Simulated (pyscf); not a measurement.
:N–F [triplet] + germane (GeH₄) -> F–N•–GeH₃ + H atom (H•) (substitution at Ge; triplet surface; Ge–H broken, Ge–N formed). Structures and frequencies: ωB97X-D3(BJ)/def2-SVP in PySCF. Correlated levels are frozen-core, on RHF or UHF. ΔMP2 is the change of the MP2 total energy from the triple- to the quadruple-zeta basis. Energies in eV from the separated reactants.

```json
[
 {"level": "B3LYP-D3(BJ)/def2-TZVP", "barrier": "1.78", "reaction energy": "+1.62"},
 {"level": "PBE0-D3(BJ)/def2-TZVP", "barrier": "1.76", "reaction energy": "+1.54"},
 {"level": "M06-2X/def2-TZVP", "barrier": "1.87", "reaction energy": "+1.54"},
 {"level": "HF/def2-TZVP", "barrier": "___", "reaction energy": "+2.08"},
 {"level": "CCSD/def2-TZVPP", "barrier": "2.22", "reaction energy": "+1.80"},
 {"level": "CCSD(T)/def2-TZVPP", "barrier": "2.08", "reaction energy": "+1.71"},
 {"level": "CCSD(T)/def2-TZVPP + ΔMP2(QZVPP)", "barrier": "___", "reaction energy": "___"}
]
```

Task: Fill in the missing entries.

Result: 
- HF/def2-TZVP, barrier: 2.92
- CCSD(T)/def2-TZVPP + ΔMP2(QZVPP), barrier: 2.01
- CCSD(T)/def2-TZVPP + ΔMP2(QZVPP), reaction energy: +1.65

The same reactants have a lower exit, to •HN–F + GeH₃• (barrier +0.76 eV at ωB97M-D3(BJ), against +2.00 eV here). F–N•–GeH₃ + H• also meet on a surface of lower spin, which isn't treated here. F–N•–GeH₃ lies 4.16 eV over its isomer H₂N–GeH•–F (electronic energy, ωB97M-D3(BJ)). One saddle was located; it need not be the lowest between these sides. The angle at the attacked Ge is 73° (front-side attack). The CCSD(T) − MP2 part came from Ansatz, without density fitting, on the same reference. The frozen core leaves the outer d or s,p core shells of the metals and heavy elements correlated in the MP2 and CC values, and def2-TZVPP describes them poorly, which can shift differences by a few kcal/mol. Elements up to Kr have no core potential and no relativistic terms here.
